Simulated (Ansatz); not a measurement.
# Zone-centre TO phonon frequency of rock-salt HfN at several levels of theory

No measured value is used here.

| level (code) | value (cm⁻¹) | cell (Å³/atom) |
|---|---|---|
| LDA (Ansatz) | 515 | 11.15 |
| PBE (Ansatz) | [?] | 11.76 |
| PBEsol (Ansatz) | 502 | 11.40 |
| PBE-D3(BJ) (Ansatz) | 498 | 11.52 |
| r²SCAN (Ansatz) | 492 | 11.58 |

Complete the blanks.


- PBE (Ansatz, a first-principles code), value (cm⁻¹): 479

Density-functional levels without +SOC have no spin–orbit coupling. PBE-D3(BJ): the dispersion coefficients are held fixed in the derivatives. Each level is taken at its own relaxed cell. Cutoffs differ between the levels. Ansatz's density-functional and Hartree–Fock values are scalar-relativistic unless marked +SOC, with PAW data made under PBE.
